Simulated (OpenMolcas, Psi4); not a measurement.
## Exact exchange and the dipole moment of BCl

The species is BCl (2 atoms), meant as a singlet with charge 0. SMILES: `[B]Cl`. Geometry: relaxed at PBE0-D4/def2-TZVP.

The dipole moment y, in D, basis def2-TZVPPD; a is the functional's share of exact exchange. Programs: OpenMolcas 26.06, Psi4 1.11.

| functional | program | a | y (D) |
| --- | --- | --- | --- |
| PBE | Psi4 | 0 | 1.69 |
| TPSS | OpenMolcas | 0 | 1.66 |
| B3LYP | OpenMolcas | 0.2 | 1.60 |
| PBE0 | OpenMolcas | 0.25 | ? |
| BHLYP | OpenMolcas | 0.5 | 1.51 |

Fit y = c + s·a to the known rows and predict PBE0.


1. Means of the 4 rows: a = 0.1750, y = 1.615.
2. Σ(Δa)² = 0.1675, Σ(Δa·Δy) = -0.0555, so the slope is -0.0555/0.1675 = -0.33134.
3. Intercept: 1.615 − (-0.33134) × 0.1750 = 1.673. The largest residual of the fit is 0.017.
4. PBE0: 1.673 + (-0.33134) × 0.25 = 1.59 D.

The run gave 1.60 D, so the prediction is off by -0.01 D, within the largest residual. The rows mix families of semi-local functionals, which the line can't see.
